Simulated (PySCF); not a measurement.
# Basis-set dependence of population analyses: `FCC1=C(F)C1`

Compound: C4H4F2.
Numbering: `[F:1][CH2:2][C:3]1=[C:4]([F:5])[CH2:6]1` (hydrogens: H7, H8 on C2; H9, H10 on C6)

PBE0 throughout (PySCF), one geometry, spherical d and f functions. One conformer (not necessarily the lowest) at the PBE0-D3(BJ)/def2-SVP geometry, without solvent, vibrations or thermal averaging. Atoms taken as equivalent share a column and are averaged. The first 7 of 8 kinds of atom are listed.

Mulliken charges (e):

```csv
basis,functions,F1,C2,C3,C4,F5,C6,H7/H8
STO-3G,34,-0.101,-0.041,-0.056,+0.068,-0.035,-0.156,+0.091
6-31G,62,-0.330,-0.043,+0.087,+0.193,-0.256,-0.363,+0.187
pcSseg-0,62,-0.379,+0.051,-0.119,+0.195,-0.331,-0.403,+0.249
6-31G*,92,-0.327,-0.036,+0.092,+0.237,-0.244,-0.415,+0.180
cc-pVDZ,104,-0.227,+0.239,-0.070,-0.005,-0.089,-0.054,+0.056
def2-SVP,104,-0.262,+0.355,-0.125,+0.050,-0.148,-0.093,+0.050
pcSseg-1,122,-0.319,+0.254,-0.266,+0.246,-0.209,-0.209,+0.124
aug-cc-pVDZ,174,-0.427,+0.722,+0.080,+0.257,-0.512,+0.687,-0.066
"6-311+G(2d,p)",186,-0.240,-0.614,+0.490,+0.506,-0.329,-0.381,+0.161
def2-TZVP,210,-0.210,+0.043,-0.052,+0.160,-0.149,-0.250,+0.122
cc-pVTZ,236,-0.207,+0.169,-0.048,+0.126,-0.103,-0.256,+0.066
IGLO-III,250,-0.249,+0.005,-0.004,+0.218,-0.184,-0.235,+0.126
```

IAO charges (e):

```json
{"basis": "STO-3G", "functions": "34", "F1": "-0.129", "C2": "-0.104", "C3": "-0.075", "C4": "+0.131", "F5": "-0.053", "C6": "-0.267", "H7/H8": "+0.136"}
{"basis": "6-31G", "functions": "62", "F1": "-0.291", "C2": "0.000", "C3": "-0.062", "C4": "+0.254", "F5": "-0.199", "C6": "-0.289", "H7/H8": "+0.163"}
{"basis": "pcSseg-0", "functions": "62", "F1": "-0.283", "C2": "+0.007", "C3": "-0.076", "C4": "+0.248", "F5": "-0.184", "C6": "-0.294", "H7/H8": "+0.159"}
{"basis": "6-31G*", "functions": "92", "F1": "-0.300", "C2": "+0.037", "C3": "-0.077", "C4": "+0.288", "F5": "-0.210", "C6": "-0.274", "H7/H8": "+0.150"}
{"basis": "cc-pVDZ", "functions": "104", "F1": "-0.302", "C2": "+0.035", "C3": "-0.075", "C4": "+0.285", "F5": "-0.209", "C6": "-0.274", "H7/H8": "+0.152"}
{"basis": "def2-SVP", "functions": "104", "F1": "-0.303", "C2": "+0.040", "C3": "-0.073", "C4": "+0.286", "F5": "-0.209", "C6": "-0.267", "H7/H8": "+0.150"}
{"basis": "pcSseg-1", "functions": "122", "F1": "-0.310", "C2": "+0.039", "C3": "-0.077", "C4": "+0.288", "F5": "-0.215", "C6": "-0.272", "H7/H8": "+0.154"}
{"basis": "aug-cc-pVDZ", "functions": "174", "F1": "-0.317", "C2": "+0.034", "C3": "-0.069", "C4": "+0.289", "F5": "-0.220", "C6": "-0.279", "H7/H8": "+0.159"}
{"basis": "6-311+G(2d,p)", "functions": "186", "F1": "-0.318", "C2": "+0.032", "C3": "-0.069", "C4": "+0.290", "F5": "-0.221", "C6": "-0.280", "H7/H8": "+0.160"}
{"basis": "def2-TZVP", "functions": "210", "F1": "-0.317", "C2": "+0.037", "C3": "-0.072", "C4": "+0.293", "F5": "-0.221", "C6": "-0.282", "H7/H8": "+0.158"}
{"basis": "cc-pVTZ", "functions": "236", "F1": "-0.315", "C2": "+0.036", "C3": "-0.072", "C4": "+0.292", "F5": "-0.219", "C6": "-0.283", "H7/H8": "+0.157"}
{"basis": "IGLO-III", "functions": "250", "F1": "-0.318", "C2": "+0.034", "C3": "-0.070", "C4": "+0.292", "F5": "-0.222", "C6": "-0.281", "H7/H8": "+0.160"}
```

Hirshfeld charges (e):

| basis | functions | F1 | C2 | C3 | C4 | F5 | C6 | H7/H8 |
| --- | --- | --- | --- | --- | --- | --- | --- | --- |
| STO-3G | 34 | -0.072 | +0.087 | -0.073 | +0.041 | +0.015 | -0.055 | +0.020 |
| 6-31G | 62 | -0.126 | +0.054 | -0.032 | +0.069 | -0.054 | -0.080 | +0.054 |
| pcSseg-0 | 62 | -0.119 | +0.046 | -0.031 | +0.074 | -0.044 | -0.085 | +0.052 |
| 6-31G* | 92 | -0.114 | +0.048 | -0.033 | +0.069 | -0.044 | -0.084 | +0.051 |
| cc-pVDZ | 104 | -0.102 | +0.036 | -0.032 | +0.067 | -0.037 | -0.091 | +0.051 |
| def2-SVP | 104 | -0.110 | +0.037 | -0.028 | +0.075 | -0.044 | -0.092 | +0.053 |
| pcSseg-1 | 122 | -0.114 | +0.037 | -0.029 | +0.077 | -0.051 | -0.090 | +0.055 |
| aug-cc-pVDZ | 174 | -0.114 | +0.032 | -0.034 | +0.075 | -0.056 | -0.096 | +0.060 |
| 6-311+G(2d,p) | 186 | -0.116 | +0.037 | -0.036 | +0.075 | -0.057 | -0.090 | +0.059 |
| def2-TZVP | 210 | -0.112 | +0.033 | -0.033 | +0.076 | -0.054 | -0.093 | +0.058 |
| cc-pVTZ | 236 | -0.109 | +0.032 | -0.032 | +0.075 | -0.051 | -0.095 | +0.057 |
| IGLO-III | 250 | -0.113 | +0.031 | -0.034 | +0.076 | -0.056 | -0.096 | +0.059 |

ESP-fitted charges (e):

```json
{"basis": "STO-3G", "functions": "34", "F1": "-0.087", "C2": "-0.098", "C3": "-0.026", "C4": "+0.210", "F5": "-0.054", "C6": "-0.340", "H7/H8": "+0.098"}
{"basis": "6-31G", "functions": "62", "F1": "-0.252", "C2": "+0.120", "C3": "-0.061", "C4": "+0.330", "F5": "-0.184", "C6": "-0.382", "H7/H8": "+0.090"}
{"basis": "pcSseg-0", "functions": "62", "F1": "-0.251", "C2": "+0.082", "C3": "-0.089", "C4": "+0.360", "F5": "-0.183", "C6": "-0.435", "H7/H8": "+0.111"}
{"basis": "6-31G*", "functions": "92", "F1": "-0.165", "C2": "-0.081", "C3": "+0.023", "C4": "+0.197", "F5": "-0.102", "C6": "-0.340", "H7/H8": "+0.122"}
{"basis": "cc-pVDZ", "functions": "104", "F1": "-0.180", "C2": "-0.027", "C3": "-0.008", "C4": "+0.205", "F5": "-0.106", "C6": "-0.310", "H7/H8": "+0.113"}
{"basis": "def2-SVP", "functions": "104", "F1": "-0.198", "C2": "+0.014", "C3": "-0.029", "C4": "+0.239", "F5": "-0.125", "C6": "-0.316", "H7/H8": "+0.106"}
{"basis": "pcSseg-1", "functions": "122", "F1": "-0.202", "C2": "-0.014", "C3": "-0.014", "C4": "+0.225", "F5": "-0.129", "C6": "-0.303", "H7/H8": "+0.118"}
{"basis": "aug-cc-pVDZ", "functions": "174", "F1": "-0.202", "C2": "-0.003", "C3": "-0.038", "C4": "+0.278", "F5": "-0.149", "C6": "-0.351", "H7/H8": "+0.118"}
{"basis": "6-311+G(2d,p)", "functions": "186", "F1": "-0.199", "C2": "-0.029", "C3": "-0.021", "C4": "+0.261", "F5": "-0.143", "C6": "-0.355", "H7/H8": "+0.126"}
{"basis": "def2-TZVP", "functions": "210", "F1": "-0.187", "C2": "-0.047", "C3": "-0.008", "C4": "+0.250", "F5": "-0.135", "C6": "-0.352", "H7/H8": "+0.125"}
{"basis": "cc-pVTZ", "functions": "236", "F1": "-0.180", "C2": "-0.057", "C3": "-0.006", "C4": "+0.237", "F5": "-0.126", "C6": "-0.344", "H7/H8": "+0.126"}
{"basis": "IGLO-III", "functions": "250", "F1": "-0.193", "C2": "-0.034", "C3": "-0.022", "C4": "+0.258", "F5": "-0.141", "C6": "-0.342", "H7/H8": "+0.124"}
```

Question: Which scheme is steadiest as the basis changes?

Answer: Largest range over the bases for any column: Hirshfeld 0.07 e, IAO 0.19 e, ESP-fitted 0.22 e, Mulliken 1.34 e. Hirshfeld charges move least and Mulliken charges most, counted in e. Without the minimal STO-3G basis the ranges are Hirshfeld 0.02, IAO 0.04, ESP-fitted 0.20, Mulliken 1.34 e.

Question: How much do the charges still move between the two largest bases, cc-pVTZ and IGLO-III?

Answer: At most, over all atoms: Mulliken 0.163 e, IAO 0.004 e, Hirshfeld 0.005 e, ESP-fitted 0.023 e.

Question: What do the same runs give for the total energy, the frontier levels and the dipole moment?

Answer: 
| basis | energy (Eh) | HOMO (eV) | LUMO (eV) | μ (D) |
| --- | --- | --- | --- | --- |
| STO-3G | -349.2833 | -4.66 | 3.86 | 0.80 |
| 6-31G | -353.9249 | -7.12 | 0.70 | 2.65 |
| pcSseg-0 | -353.1940 | -7.44 | 0.33 | 2.74 |
| 6-31G* | -354.0161 | -6.91 | 0.95 | 1.96 |
| cc-pVDZ | -354.0443 | -7.00 | 0.78 | 1.99 |
| def2-SVP | -353.7619 | -7.12 | 0.66 | 2.13 |
| pcSseg-1 | -353.9923 | -7.20 | 0.56 | 2.32 |
| aug-cc-pVDZ | -354.0714 | -7.17 | -0.17 | 2.33 |
| 6-311+G(2d,p) | -354.1361 | -7.20 | 0.22 | 2.38 |
| def2-TZVP | -354.1718 | -7.16 | 0.55 | 2.22 |
| cc-pVTZ | -354.1556 | -7.12 | 0.61 | 2.15 |
| IGLO-III | -354.1766 | -7.18 | 0.49 | 2.30 |

The dipole is fixed by the density alone, so its range of 1.94 D shows that the density itself changes with the basis, not only its division among atoms.
